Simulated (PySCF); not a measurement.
# C4H8O (2-Butanone): the cost of one run

Computed with PySCF 2.14.0, with density-fitted response routines of our own, on a single molecule, in the gas phase or a continuum. Atoms count from 0, in the outputs and in this text.

## Step 1: Starting geometry

13 atoms, charge 0, multiplicity 1; geometry from: GFN2-xTB. The atoms were then displaced at random by about 0.01 Å, so the start is not that level's minimum.

Bonds of the start (Å): C0–C1 1.50, C1–C2 1.50, C2–C3 1.56, C2–O4 1.20, C0–H5 1.12, C0–H6 1.07, C0–H7 1.09, C1–H8 1.10, C1–H9 1.08, C3–H10 1.07, C3–H11 1.08, C3–H12 1.08.

## Step 2: Geometry optimisation at PBE0-D3(BJ)/def2-SVP

What the job is given:

```
{"job": {"xc": "PBE0", "basis": "def2-SVP", "d3": "d3bj", "grid": 1, "shake": 0.01, "kind": "geom"}, "charge": 0, "multiplicity": 1}
C     -1.876900     0.073170    -0.123140
C     -0.437320     0.340060    -0.462050
C      0.482260    -0.225040     0.581390
C      1.988930    -0.244170     0.175220
O      0.121750    -0.628330     1.650080
H     -2.546500     0.579230    -0.863980
H     -2.097760    -0.969970    -0.115190
H     -2.110940     0.503070     0.852400
H     -0.237760     1.424700    -0.497350
H     -0.177280    -0.085340    -1.421240
H      2.231620     0.689850    -0.278810
H      2.591550    -0.440040     1.049090
H      2.074170    -1.034070    -0.556750
```

Started as:

```console
$ OMP_NUM_THREADS=1 python probes_run.py task.json out
```

This one command runs all jobs of the session in turn.

**Question.** How long does this first job take on 1 thread of Intel Xeon 6975P-C, shared host, and how much memory does it need?

About 16 s, with a peak of 0.46 GiB.
